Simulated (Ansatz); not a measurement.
Basis-set extrapolation for C₂H₃ClFN, SMILES `C/N=C(/F)Cl` (PBE0-D4/def2-TZVP geometry, frozen core, Ansatz). Multiplicity 1, RHF reference.

|  | def2-TZVPP | def2-QZVPP |
| --- | --- | --- |
| HF | -690.951322 | -690.974308 |
| MP2 correlation | -0.965731 | -1.044457 |
| CCSD(T) correlation | -1.036567 | -1.111683 |

Energies in hartree. Use E(X) = E(∞) + A·exp(−7.88·√X) for Hartree–Fock and E(X) = E(∞) + B·X^(−2.97) for correlation, with X = 3 and 4.

Task: What is the CCSD(T) energy at the basis-set limit?

Result: HF limit: -690.974308 + (-0.022986) × 0.13774 = -690.97747. Correlation limit: -1.111683 + (-0.075116) × 0.74074 = -1.16732. Total: -692.14479 hartree, 4.27 eV below CCSD(T)/def2-TZVPP.
